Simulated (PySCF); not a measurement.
Gas-phase reaction: CH2F + CH = CH2CHF

Method: PySCF energies (xtb for GFN2) plus ideal-gas RRHO corrections (1 bar). † marks an energy on the PBE0/def2-TZVP geometry and frequencies; other levels use their own. 6-31G* has spherical d functions here. Open shells (unrestricted): CH2F (multiplicity 2), CH (multiplicity 2); the rest are closed-shell singlets. GFN2 has no spin-polarisation term. Spin-orbit splitting is ignored; it lowers the true energy and changes the entropy of CH. B3LYP is the form with VWN-RPA correlation. CH2F: computed as isolated molecules; such fragments, hydroxides, amides, oligomers or adducts are transient or little studied in the gas. Warning, spin contamination: CH (B3LYP/def2-TZVP†, BLYP/def2-TZVP†, M06-2X/def2-TZVP†, PBE/def2-SVP, PBE0/def2-QZVP†, r2SCAN/def2-TZVP†, LDA/def2-TZVP†, ωB97M-V/def2-TZVP†).

```csv
level,"ΔH°(298 K), kJ"
B3LYP/6-31G*,-701
B3LYP/def2-TZVP†,[?]
BLYP/def2-TZVP†,[?]
GFN2-xTB,-834
M06-2X/def2-TZVP†,-711
PBE/def2-SVP,-745
PBE0/def2-QZVP†,[?]
r2SCAN/def2-TZVP†,[?]
LDA/def2-TZVP†,-829
ωB97M-V/def2-TZVP†,-709
```

Task: Complete the blanks.

Result: 
- B3LYP/def2-TZVP†, ΔH°(298 K), kJ: -690
- BLYP/def2-TZVP†, ΔH°(298 K), kJ: -689
- PBE0/def2-QZVP†, ΔH°(298 K), kJ: -709
- r2SCAN/def2-TZVP†, ΔH°(298 K), kJ: -699
